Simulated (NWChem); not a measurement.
Everything below was run with NWChem. System: acetonitrile (C2H3N), charge 0, spin multiplicity 1, at a geometry optimised with B3LYP/def2-SVP. Level: CCSD(T)/def2-TZVP, 3 core orbitals frozen.

Job file:

```
start mol
memory heap 100 mb stack 700 mb global 1900 mb
geometry units angstroms nocenter noautoz
  C      0.009668    -1.179102     0.000000
  C     -0.002319     0.280888     0.000000
  N     -0.011790     1.439056     0.000000
  H     -0.503112    -1.565615     0.893634
  H     -0.503112    -1.565615    -0.893634
  H      1.044657    -1.552878     0.000000
  symmetry group Cs
end
basis spherical
  * library def2-tzvp
end
scf
  rhf
  nopen 0
  maxiter 100
  thresh 1e-7
  semidirect memsize 60000000 filesize 0
end
tce
  freeze core 3
  ccsd(t)
  2eorb
  2emet 13
  thresh 1e-6
  maxiter 100
  tilesize 24
end
task tce energy
```

Part of the output:

```
             Northwest Computational Chemistry Package (NWChem) 7.3.0
             --------------------------------------------------------

                                NWChem Input Module
                                -------------------

 Scaling coordinates for geometry "geometry" by  1.889725989
 (inverse scale =  0.529177249)

 Turning off AUTOSYM since
 SYMMETRY directive was detected!

                             Geometry "geometry" -> ""
                             -------------------------

 Output coordinates in angstroms (scale by  1.889725989 to convert to a.u.)

  No.       Tag          Charge          X              Y              Z
 ---- ---------------- ---------- -------------- -------------- --------------
    1 C                    6.0000     0.00966800    -1.17910200     0.00000000
    2 C                    6.0000    -0.00231900     0.28088800     0.00000000
    3 N                    7.0000    -0.01179000     1.43905600     0.00000000
    4 H                    1.0000    -0.50311200    -1.56561500     0.89363400
    5 H                    1.0000    -0.50311200    -1.56561500    -0.89363400
    6 H                    1.0000     1.04465700    -1.55287800     0.00000000

 Effective nuclear repulsion energy (a.u.)      58.2834310453

            Nuclear Dipole moment (a.u.)
            ----------------------------
        X                 Y               Z
 ---------------- ---------------- ----------------
    -0.0000056692    -0.0000000000     0.0000000000

      Symmetry information
      --------------------

 Group name             Cs
 Group number              2
 Group order               2
 No. of unique centers     5

      Symmetry unique atoms

     1    2    3    4    6


 Summary of "ao basis" -> "" (spherical)
 ------------------------------------------------------------------------------
       Tag                 Description            Shells   Functions and Types
 ---------------- ------------------------------  ------  ---------------------
 *                         def2-tzvp                  on all atoms

 Summary of "ao basis" -> "ao basis" (spherical)
 ------------------------------------------------------------------------------
       Tag                 Description            Shells   Functions and Types
 ---------------- ------------------------------  ------  ---------------------
 C                         def2-tzvp                11       31   5s3p2d1f
 N                         def2-tzvp                11       31   5s3p2d1f
 H                         def2-tzvp                 4        6   3s1p

                                 NWChem SCF Module
                                 -----------------

  ao basis        = "ao basis"
  functions       =   111
  atoms           =     6
  closed shells   =    11
  open shells     =     0
  charge          =   0.00
  wavefunction    = RHF
  use symmetry    = T
  symmetry adapt  = T

 Summary of "ao basis" -> "ao basis" (spherical)
 ------------------------------------------------------------------------------
       Tag                 Description            Shells   Functions and Types
 ---------------- ------------------------------  ------  ---------------------
 C                         def2-tzvp                11       31   5s3p2d1f
 N                         def2-tzvp                11       31   5s3p2d1f
 H                         def2-tzvp                 4        6   3s1p

      Symmetry analysis of basis
      --------------------------

        a'         74
        a"         37

 Forming initial guess at       0.1s

      Superposition of Atomic Density Guess
      -------------------------------------

 Sum of atomic energies:        -131.15363582

      Non-variational initial energy
      ------------------------------

 Total energy =    -132.593993
 1-e energy   =    -290.795709
 2-e energy   =      99.918286
 HOMO         =      -0.419762
 LUMO         =       0.049260

      Symmetry analysis of molecular orbitals - initial
      -------------------------------------------------

  Numbering of irreducible representations:

     1 a'          2 a"

  Orbital symmetries:

     1 a'          2 a'          3 a'          4 a'          5 a'
     6 a'          7 a'          8 a"          9 a'         10 a"
    11 a'         12 a"         13 a'         14 a'         15 a'
    16 a"         17 a'         18 a'         19 a'         20 a"
    21 a'

 Starting SCF solution at       2.6s

 ----------------------------------------------
         Quadratically convergent ROHF

 Convergence threshold     :          1.000E-07
 Maximum no. of iterations :          100
 Final Fock-matrix accuracy:          1.000E-09
 ----------------------------------------------

              iter       energy          gnorm     gmax       time
             ----- ------------------- --------- --------- --------
                 1     -131.8965483997  1.02D+00  3.95D-01      2.8
                 2     -131.9627482887  3.69D-01  7.30D-02      3.2
                 3     -131.9756658950  3.47D-02  1.09D-02      3.8
                 4     -131.9757978682  9.53D-04  1.82D-04      4.6
                 5     -131.9757979353  2.79D-07  7.18D-08      5.9
                 6     -131.9757979353  3.92D-09  8.69D-10      6.6

       Final RHF  results
       ------------------

         Total SCF energy =   -131.975797935293
      One-electron energy =   -292.859158843294
      Two-electron energy =    102.599929862675
 Nuclear repulsion energy =     58.283431045327

        Time for solution =      4.0s

       Symmetry analysis of molecular orbitals - final
[...]
   19    0.3247
   20    0.3247
   21    0.3808

                       ROHF Final Molecular Orbital Analysis
                       -------------------------------------

 Vector    9  Occ=2.000000D+00  E=-5.564965D-01  Symmetry=a'
              MO Center= -1.2D-02,  1.5D+00, -5.8D-15, r^2= 1.2D+00
   Bfn.  Coefficient  Atom+Function         Bfn.  Coefficient  Atom+Function
  ----- ------------  ---------------      ----- ------------  ---------------
    69      0.362809  3 N  py                66      0.333984  3 N  s
    72      0.275100  3 N  py                38     -0.216836  2 C  py
    65      0.169377  3 N  s                 75      0.160518  3 N  py
    41     -0.156191  2 C  py                67      0.151692  3 N  s

 Vector   10  Occ=2.000000D+00  E=-4.612353D-01  Symmetry=a"
              MO Center= -3.9D-02,  7.0D-01,  7.0D-12, r^2= 1.7D+00
   Bfn.  Coefficient  Atom+Function         Bfn.  Coefficient  Atom+Function
  ----- ------------  ---------------      ----- ------------  ---------------
    70      0.304300  3 N  pz                73      0.275033  3 N  pz
    39      0.257191  2 C  pz                42      0.238732  2 C  pz

 Vector   11  Occ=2.000000D+00  E=-4.612353D-01  Symmetry=a'
              MO Center=  2.7D-02,  7.0D-01, -2.8D-12, r^2= 1.7D+00
   Bfn.  Coefficient  Atom+Function         Bfn.  Coefficient  Atom+Function
  ----- ------------  ---------------      ----- ------------  ---------------
    68      0.304291  3 N  px                71      0.275025  3 N  px
    37      0.257182  2 C  px                40      0.238724  2 C  px

 Vector   12  Occ=0.000000D+00  E= 1.182923D-01  Symmetry=a'
              MO Center=  1.1D-02, -1.4D+00, -3.1D-15, r^2= 6.3D+00
   Bfn.  Coefficient  Atom+Function         Bfn.  Coefficient  Atom+Function
  ----- ------------  ---------------      ----- ------------  ---------------
     5      5.507982  1 C  s                 36     -2.792397  2 C  s
    96     -1.934146  4 H  s                102     -1.934146  5 H  s
   108     -1.934193  6 H  s                 67      1.835053  3 N  s
     4     -0.626211  1 C  s                 75     -0.557748  3 N  py
    44     -0.389677  2 C  py                 3      0.307614  1 C  s

 Vector   13  Occ=0.000000D+00  E= 1.714770D-01  Symmetry=a"
              MO Center= -3.5D-01, -7.5D-01,  2.9D-12, r^2= 4.9D+00
   Bfn.  Coefficient  Atom+Function         Bfn.  Coefficient  Atom+Function
  ----- ------------  ---------------      ----- ------------  ---------------
    96      1.902615  4 H  s                102     -1.902615  5 H  s
    14     -1.358971  1 C  pz                76      0.385613  3 N  pz
    42     -0.215855  2 C  pz                45     -0.202463  2 C  pz
    70      0.188901  3 N  pz                39     -0.176974  2 C  pz
    73      0.166121  3 N  pz

 Vector   14  Occ=0.000000D+00  E= 1.714774D-01  Symmetry=a'
              MO Center=  3.7D-01, -7.5D-01,  1.2D-10, r^2= 4.9D+00
   Bfn.  Coefficient  Atom+Function         Bfn.  Coefficient  Atom+Function
  ----- ------------  ---------------      ----- ------------  ---------------
   108      2.196855  6 H  s                 12     -1.358924  1 C  px
    96     -1.098583  4 H  s                102     -1.098583  5 H  s
    74      0.385607  3 N  px                40     -0.215850  2 C  px
    43     -0.202476  2 C  px                68      0.188894  3 N  px
    37     -0.176969  2 C  px                71      0.166114  3 N  px

 center of mass
 --------------
 x =  -0.00175836 y =   0.21427017 z =   0.00000000

 moments of inertia (a.u.)
 ------------------
         196.701448886593           1.518051023704           0.000000000000
           1.518051023704          11.508864822567           0.000000000000
           0.000000000000           0.000000000000         196.713905978561

  Mulliken analysis of the total density
  --------------------------------------

    Atom       Charge   Shell Charges
 -----------   ------   -------------------------------------------------------
    1 C    6     6.18   0.85  1.12  0.47  0.62  0.08  1.26  1.35  0.34  0.02  0.04  0.00
    2 C    6     6.11   0.86  1.12  0.51  0.67  0.08  1.22  1.19  0.33  0.03  0.08  0.02
    3 N    7     7.18   0.82  1.15  0.59  0.88  0.26  1.36  1.43  0.62  0.01  0.04  0.00
    4 H    1     0.84   0.26  0.48  0.09  0.02
    5 H    1     0.84   0.26  0.48  0.09  0.02
    6 H    1     0.84   0.26  0.48  0.09  0.02

       Multipole analysis of the density wrt the origin
       ------------------------------------------------

     L   x y z        total         open         nuclear
     -   - - -        -----         ----         -------
     0   0 0 0      0.000000      0.000000     22.000000

     1   1 0 0      0.013660      0.000000     -0.000006
     1   0 1 0     -1.666789      0.000000     -0.000000
     1   0 0 1      0.000000      0.000000      0.000000

     2   2 0 0    -13.265428      0.000000      5.710552
     2   1 1 0      0.019660      0.000000     -0.849686
     2   1 0 1      0.000000      0.000000      0.000000
     2   0 2 0    -15.663224      0.000000    109.363786
     2   0 1 1     -0.000000      0.000000      0.000000
     2   0 0 2    -13.265280      0.000000      5.703573

                   NWChem Extensible Many-Electron Theory Module
                   ---------------------------------------------


            General Information
            -------------------
      Number of processors :     1
         Wavefunction type : Restricted Hartree-Fock
          No. of electrons :    22
           Alpha electrons :    11
            Beta electrons :    11
           No. of orbitals :   222
            Alpha orbitals :   111
             Beta orbitals :   111
        Alpha frozen cores :     3
         Beta frozen cores :     3
     Alpha frozen virtuals :     0
      Beta frozen virtuals :     0
         Spin multiplicity : singlet
    Number of AO functions :   111
       Number of AO shells :    45
        Use of symmetry is : on
      Symmetry adaption is : on
         Schwarz screening : 0.10D-09

          Correlation Information
          -----------------------
          Calculation type : Coupled-cluster singles & doubles w/ perturbation
   Perturbative correction : (T)
            Max iterations :      100
        Residual threshold : 0.10D-05
     T(0) DIIS level shift : 0.00D+00
     L(0) DIIS level shift : 0.00D+00
     T(1) DIIS level shift : 0.00D+00
     L(1) DIIS level shift : 0.00D+00
     T(R) DIIS level shift : 0.00D+00
     T(I) DIIS level shift : 0.00D+00
   CC-T/L Amplitude update :  5-th order DIIS
                I/O scheme : Global Array Library
        L-threshold :  0.10D-05
        EOM-threshold :  0.10D-05
 no EOMCCSD initial starts read in
 TCE RESTART OPTIONS
 SLICE:      F
 D4D5:       F
 quantumc:   F
 qrotation:  F
 pwtce:      F
 qducc:      F
 nacto:                         0
 nrotv:                         0
 nrot:                          0

            Memory Information
            ------------------
          Available GA space size is     249024479 doubles
          Available MA space size is     104852924 doubles

 Maximum block size supplied by input
 Maximum block size        24 doubles

 tile_dim =     22

 -------------------------------------------------
   1    alpha     a'     6 doubles       0       1
   2    alpha     a"     2 doubles       6       2
   3    beta      a'     6 doubles       8       1
   4    beta      a"     2 doubles      14       2
   5    alpha     a'    21 doubles      16       5
   6    alpha     a'    22 doubles      37       6
   7    alpha     a'    22 doubles      59       7
   8    alpha     a"    17 doubles      81       8
   9    alpha     a"    18 doubles      98       9
  10    beta      a'    21 doubles     116       5
  11    beta      a'    22 doubles     137       6
  12    beta      a'    22 doubles     159       7
  13    beta      a"    17 doubles     181       8
  14    beta      a"    18 doubles     198       9

 Global array virtual files algorithm will be used

 Parallel file system coherency ......... OK

 4-electron integrals stored in orbital form

 v2    file size   =         13698574
 4-index algorithm nr.  13 is used
 imaxsize =       30
 imaxsize ichop =        0


CCSD iterations
 ---------------------------------------------------------
 Iter          Residuum       Correlation     Cpu    Wall
 ---------------------------------------------------------
    1   0.1923286802660  -0.5067410339545     1.6     1.6
    2   0.0508209375623  -0.5081158449052     1.7     1.7
    3   0.0188606301510  -0.5206123558189     1.9     1.9
    4   0.0086800770589  -0.5209381083872     1.7     1.7
    5   0.0041636286911  -0.5221608183281     1.9     1.9
    6   0.0014104088491  -0.5225864893084     1.6     1.6
    7   0.0006180048046  -0.5226455306122     1.1     1.1
    8   0.0003078438030  -0.5226554083093     1.2     1.2
    9   0.0001660951682  -0.5226577182338     1.1     1.1
   10   0.0000888068108  -0.5226638125887     1.0     1.0
   11   0.0000143590286  -0.5226680189859     1.1     1.1
   12   0.0000052047830  -0.5226694093933     1.1     1.1
   13   0.0000022762716  -0.5226699071534     1.1     1.1
   14   0.0000010845835  -0.5226700295257     1.1     1.1
   15   0.0000005293313  -0.5226700897865     1.1     1.1
 -----------------------------------------------------------------
 Iterations converged
 CCSD correlation energy / hartree =        -0.522670089786549
 CCSD total energy / hartree       =      -132.498468025079461

 Singles contributions

 Doubles contributions
 CCSD(T)
 Using plain CCSD(T) code
             total no. of tasks          295
 total no. of tasks / no. procs          295
                         wl_min        39304           5.8
                         wl_max      2299968          11.5
        thresh for no. of tasks          295

 CCSD[T]  correction energy / hartree =        -0.025619099244610
 CCSD[T] correlation energy / hartree =        -0.548289189031158
 CCSD[T] total energy / hartree       =      -132.524087124324069
 CCSD(T)  correction energy / hartree =        -0.024600409992430
 CCSD(T) correlation energy / hartree =        -0.547270499778979
 CCSD(T) total energy / hartree       =      -132.523068435071878

 Task  times  cpu:      107.6s     wall:      107.6s

 Total times  cpu:      107.6s     wall:      107.6s
```
